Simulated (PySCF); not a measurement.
**Calculated properties of CFCl3 (`FC(Cl)(Cl)Cl`)**

Compound: CFCl3.
Numbering: `[F:1][C:2]([Cl:3])([Cl:4])[Cl:5]`

Geometry (GFN2-xTB, Å), atoms numbered from 1 in this order:
```
atom  x, y, z in Å
F1     0.060   -0.141    1.396
C2     0.005   -0.006    0.067
Cl3   -0.458    1.661   -0.313
Cl4    1.603   -0.371   -0.604
Cl5   -1.201   -1.140   -0.563
```

Structural features include: C–F bond and C–Cl bond.

GFN2-xTB geometry:

```
Point group of the GFN2-xTB geometry                  : C3v
Rotational constants A, B, C of the GFN2-xTB geometry : 2.444, 2.444, 1.709 GHz
```

From B3LYP/ANO-RCC-VDZP ground state and GIAO shieldings, non-relativistic (PySCF):

```
Dipole moment                                               : 0.51 D
HOMO energy                                                 : -8.89 eV
LUMO energy                                                 : -1.67 eV
HOMO–LUMO gap                                               : 7.22 eV
13C chemical shifts (computed TMS as zero) by class         : 154.5 (C2) ppm
Isotropic shieldings of nuclei other than C and H, by class : 174 (F1), 428 (Cl3/Cl4/Cl5) ppm
```

Monoisotopic mass (most abundant isotopes): 135.9050 u.

With B = h/(8π²I), that is 505.379 GHz u Å² over I, the principal moments of inertia are 206.7, 206.8 and 295.7 u Å² (most abundant isotopes); the inertial defect Ic − Ia − Ib is -117.8 u Å² (zero for a rigid planar frame, negative otherwise). In atomic units the dipole is 0.20 e·bohr (1 au = 2.5417 D). A dipole of 0.51 D is allowed in C3v, and pure rotational transitions are dipole-allowed. The rotational constants are those of an oblate symmetric top.

Isolated species at its GFN2-xTB geometry, gas phase. The shieldings hold no spin–orbit term; for a carbon that bears several chlorines this term is known to matter.

For the NMR shielding job (B3LYP/ANO-RCC-VDZP), time: 5.4 s of wall time; peak memory 0.49 GiB. Hardware: one thread, Intel Xeon at 2.30 GHz (x86_64), shared host.
